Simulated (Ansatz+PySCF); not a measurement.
doublet NO: levels of theory in one basis

```yaml
atoms:
  - { symbol: N, position_ang: [0.0000, 0.0000, -1.8278] }
  - { symbol: O, position_ang: [0.0000, 0.0000, 1.5994] }
```

Basis set: cc-pVDZ (spherical functions). Correlated methods keep 2 orbitals frozen. Correlation on ROHF uses semicanonical orbitals with singles. Charge 0, multiplicity 2.

Computed with Ansatz (development build ahead of 0.2.0); each method stands on the lowest determinant of its kind that the runs found. NEVPT2 correlates all electrons. Active spaces start from the frontier orbitals, and the lowest solution found is given.

```
         method  E − E(ROHF) (eV)  <S²> of the determinant
           ROHF              0.00                     0.75
            UHF             -7.29                     2.76
       ROHF-MP2             -5.56                        –
        UHF-MP2            -12.00                     2.76
       UHF-CCSD            -12.84                     2.76
    UHF-CCSD(T)            -12.88                     2.76
   UHF-CCSDT(Q)            -12.89                     2.76
    CASSCF(3,3)             -3.30                        –
SC-NEVPT2(11,8)            -11.82                        –
 SC-NEVPT2(3,3)             -8.65                        –
```

**Question.** What does CASSCF(11,8) give on the same scale?

**Answer.** -7.10 eV.

The restricted and unrestricted rows may stand on different electronic states: another unrestricted solution lies nearer the restricted one.

Caution for ROHF, ROHF-MP2: an unrestricted determinant lies well below. Caution for ROHF, UHF, ROHF-MP2, UHF-CCSD, UHF-CCSD(T): the determinant may break the point group. Caution for UHF, UHF-MP2, UHF-CCSD, UHF-CCSD(T), UHF-CCSDT(Q): the unrestricted determinant is a mixture of spin states. Caution for ROHF-MP2, UHF-MP2, UHF-CCSD, UHF-CCSD(T), UHF-CCSDT(Q): bonds are stretched, where a single reference can fail. Caution for UHF-MP2, UHF-CCSDT(Q): a plain start can end on a higher determinant. Caution for CASSCF(3,3), SC-NEVPT2(3,3): other starts end on other solutions of this active space.
